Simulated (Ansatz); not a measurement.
BN₂, relaxed as a doublet with UKS r2SCAN-D4/def2-TZVP in Ansatz, starting from the GFN2-xTB geometry. Force threshold 0.02 eV/Å.

The structure comes from a short search, and lower isomers may exist.

Start:

```xyz
3

B     0.462    0.541    0.461
N    -0.295   -0.642    0.270
N    -0.166    0.101   -0.731
```

Question: Estimate the energy that the relaxation releases and the steps that it takes.

Answer: 0.05 eV, in 4 steps; 5.5 s on 4 threads of Arm Neoverse V2 on a shared host. No frequencies were taken in this run, so the end may be a saddle point.

Question: Does the start keep its bonding and symmetry?

Answer: By distances, no bond broke or formed. The bond that changes most is N2–N3, from 1.25 to 1.30 Å (atoms count from 1). Point group C2v at the start, C2v at the end, both within 0.05 Å.

Question: Predict the relaxed structure.

Answer: 
```csv
atom,x (Å),y (Å),z (Å)
B1,0.457,0.535,0.457
N2,-0.295,-0.653,0.290
N3,-0.162,0.117,-0.747
```
Bond lengths: 2 × B–N 1.42 Å; 1 × N–N 1.30 Å.
